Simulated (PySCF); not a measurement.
C₃H₂FN.
Numbering: `[CH2:1]=[C:2]([F:3])[C:4]#[N:5]` (hydrogens: H6, H7 on C1)

Linear response at B3LYP/def2-SVPD (PySCF, frozen core in the response, non-relativistic). Geometry: PBE0-D3(BJ)/def2-SVP; no solvent, vibrations or thermal averaging.

Static isotropic polarisability: 42.59 au (6.31 Å³), principal values 27.9, 38.1, 61.8 au.

Problem. What is the polarisability at 1064 nm and at the sodium D line?

Solution. 43.06 au at 1064 nm (+1.1 %), 44.20 au at 589.3 nm (+3.8 %). The rise at 589.3 nm is 3.44 times that at 1064 nm; a pure ω² law gives 3.26. The lowest singlet lies at 199 nm, shorter than both wavelengths.

Problem. What is the isotropic C6 coefficient between two such molecules, C6 = (3/π)∫α(iω)² dω?

Solution. 726.6 au (Eh·bohr⁶) by a ten-point quadrature over imaginary frequencies, which is 434 eV·Å⁶ or 41.9 J·nm⁶/mol.

Problem. Which effective excitation energy ω̄ makes London's formula C6 = (3/4)α²ω̄ exact here?

Solution. ω̄ = 4·C6/(3α²) = 0.534 Eh = 14.5 eV. A one-pole form α(ω) = α/(1 − ω²/ω̄²) fitted to the 1064 nm value gives 11.2 eV. London's choice of the ionisation energy (10.88 eV, ΔSCF at the same level) gives C6 = 544 au, 25 % too low.

Problem. How many electrons N does the Slater–Kirkwood formula C6 = (3/4)·√N·α^(3/2) need to give this C6?

Solution. N = (4·C6/3)²/α³ = 12.2; the species has 36 electrons in all.

Problem. How anisotropic is the static polarisability, by Δα² = ½[(α1 − α2)² + (α2 − α3)² + (α3 − α1)²]?

Solution. Δα = 30.2 au, or 0.71 of the isotropic value.

Problem. What molar refraction at the D line follows from R = (4π/3)·N_A·α′, with α′ the polarisability volume?

Solution. α′ = 6.55 Å³ gives R = 16.52 cm³/mol, for isolated, non-vibrating species.

Problem. What n − 1 at the D line would an ideal gas of it have at 273.15 K and 1 atm (2.6868 × 10¹⁹ cm⁻³), by n − 1 = 2π·N·α′?

Solution. 11.06 × 10⁻⁴, a formal value whether or not that pressure can be reached.
